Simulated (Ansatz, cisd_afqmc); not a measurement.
System: HO, charge 0, doublet. HO (SMILES [OH], doublet).
B3LYP-D3(BJ)/def2-TZVP minimum from Ansatz (a quantum-chemistry and plane-wave program):
```xyz
2

O      0.0000     0.0000    -0.1085
H      0.0000     0.0000     0.8682
```
Charge 0, spin multiplicity 2.

Total energies in aug-cc-pVTZ, 7 correlated electrons, 1 frozen orbitals. Open shells are spin-unrestricted; no spin-orbit coupling. Cores are frozen in correlated methods. No relativity. AFQMC is phaseless with a CISD trial state; ± is one standard error, without the phaseless bias. Outlying blocks are dropped, and bars are widened where a walk drifts. Over all cases where full CI ran beside it in this data, AFQMC minus full CI had a median of +0.1 mEh and passed +0.4 mEh in a tenth of the cases.

```
method         program        energy (Eh)  minus CCSDT(Q) (mEh)
----------  ----------  -----------------  --------------------
HF              Ansatz          -75.42135                224.78
MP2             Ansatz          -75.62629                 19.84
CCSD            Ansatz          -75.63966                  6.47
CCSD(T)         Ansatz          -75.64558                  0.56
CCSDT(Q)        Ansatz          -75.64613                  0.00
AFQMC/CISD  cisd_afqmc  -75.6459 ± 0.0001             0.3 ± 0.1
```

Rough core times of Ansatz's runs on a shared machine: CCSD(T) under 20 s, CCSDT(Q) 90 s.
